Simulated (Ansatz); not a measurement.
Input file for C5H7F, SMILES `C=C=C(F)CC`:

```yaml
crystal:
  periodic: [false, false, false]
  atoms:
    - {symbol: C, position_ang: [0.949961, -2.593357, -0.196883]}
    - {symbol: C, position_ang: [0.267876, -1.539427, 0.138800]}
    - {symbol: C, position_ang: [-0.378486, -0.459326, 0.473235]}
    - {symbol: F, position_ang: [-1.669548, -0.547625, 0.871971]}
    - {symbol: C, position_ang: [0.136804, 0.935663, 0.466746]}
    - {symbol: C, position_ang: [-0.614627, 1.837979, -0.505075]}
    - {symbol: H, position_ang: [1.523227, -3.155840, 0.535277]}
    - {symbol: H, position_ang: [0.967116, -2.956735, -1.220940]}
    - {symbol: H, position_ang: [0.051747, 1.333747, 1.484703]}
    - {symbol: H, position_ang: [1.200111, 0.903570, 0.221909]}
    - {symbol: H, position_ang: [-1.679921, 1.863969, -0.270844]}
    - {symbol: H, position_ang: [-0.231958, 2.859118, -0.452441]}
    - {symbol: H, position_ang: [-0.501703, 1.483564, -1.531759]}
basis:
  gaussian: {orbitals: def2-TZVPP}
correlation: {method: ccsd_t}
```

```sh
$ ansatz run in.yaml --threads 4 --pin off --events-out ev --progress --plain --max-ram 10444MiB
```

Output of Ansatz, abridged:

```
Functional definition: HF
1705 factors; integrals over basis functions are off by at most 1.1e-3 eV
mean field evaluation 1: about -7966.2263 eV, gradient 3.7e1 eV
mean field evaluation 2: about -7966.5261 eV, gradient 3.7e1 eV
mean field evaluation 4: about -7970.1754 eV, gradient 4.3e0 eV
mean field evaluation 8: about -7970.2319 eV, gradient 2.5e-1 eV
mean field -7970.23214402 eV, -292.9006288753 hartree, gradient 2.0e-6 eV, S^2 0.000000; 0 other end points of the search recorded, 0 dependent functions left out
6 core orbitals not correlated: weight in the atoms' cores, before any rotation towards them, 1.000 or more for the frozen orbitals, at most 0.000 for the correlated occupied ones
reference -7970.23214402 eV, -292.9006288753 hartree; 17, 17 occupied and 261, 261 virtual orbitals, 1705 factors
second order -28.89680136 eV of doubles, -0.00000000 eV of singles
cycle   1  -29.19066066 eV  change   -2.9e-1 eV  update   1.1e-1
cycle   2  -29.87656623 eV  change   -6.9e-1 eV  update   3.7e-2
cycle   3  -30.04949565 eV  change   -1.7e-1 eV  update   1.9e-2
cycle   4  -30.04339032 eV  change    6.1e-3 eV  update   5.0e-3
cycle   5  -30.04213415 eV  change    1.3e-3 eV  update   2.0e-3
cycle   6  -30.04355907 eV  change   -1.4e-3 eV  update   6.1e-4
cycle   7  -30.04351775 eV  change    4.1e-5 eV  update   2.2e-4
cycle   8  -30.04345303 eV  change    6.5e-5 eV  update   6.5e-5
cycle   9  -30.04348464 eV  change   -3.2e-5 eV  update   2.5e-5
perturbative correction -1.27191418 eV, -0.0467419841 hartree
Total energy: -8001.54754285 eV, -294.0514485560 hartree
```

Run time 6.1 min (4 threads of an Arm Neoverse V1 on a shared host); peak host memory 9.1 GiB.

MP2 recovers 92.3 % of the CCSD(T) correlation energy and the triples give 4.1 %; T1 = 0.0116.
